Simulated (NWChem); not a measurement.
# Correlation energy of methanol (CH4O)

```
C
H 1 1.1011
O 1 1.4071 2 107.60
H 3 0.9652 1 108.20 2 180.00
H 1 1.1092 2 107.33 3 -122.20
H 1 1.1092 2 107.33 5 -115.60
```
Charge 0, spin multiplicity 1.

All runs are NWChem calculations. All single points use one geometry, from B3LYP/def2-SVP, a minimum by its harmonic frequencies.

Basis set: cc-pVDZ. Each correlation energy counts from its own Hartree-Fock reference.

| method | correlation energy (mHa) | difference from CCSD(T) |
|---|---|---|
| RI-MP2 | -339.0 | +32.8 |
| MP2 | -339.1 | +32.8 |
| SCS-MP2 | -337.5 | +34.3 |
| CR-CCSD[T] | -370.7 | +1.1 |
| CR-CCSD(T) | -370.4 | +1.4 |
| CCSD | -364.0 | +7.8 |
| CCSD+T(CCSD) | -372.1 | -0.3 |
| CCSD(T) | -371.8 | 0.0 |

The values span 34.6 mHa, from CCSD+T(CCSD) (lowest) to SCS-MP2 (highest). 

The correlated methods keep 2 core orbitals frozen. No row is a measurement; the coupled-cluster row has its own basis-set and correlation limits.
